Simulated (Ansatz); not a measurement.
Species: C3H8, SMILES `CCC` (charge 0, multiplicity 1).

**Question.** Give a relaxed geometry from PBE-D3(BJ)/def2-SVP (Ansatz, a program for electronic structure).

**Answer.** the end point of this relaxation (outside a Z-matrix the atoms follow the SMILES, hydrogens last).
Z-matrix (Å, degrees):
```
C
H 1 1.1123
H 1 1.1123 2 105.52
C 1 1.5299 2 109.45 3 117.68
H 4 1.1090 1 111.89 2 -57.60
H 4 1.1105 5 107.51 1 -122.46
H 4 1.1105 5 107.51 6 -115.07
C 1 1.5299 2 109.45 3 -117.68
H 8 1.1090 1 111.89 2 57.60
H 8 1.1105 9 107.51 1 -122.46
H 8 1.1105 9 107.51 10 -115.07
```
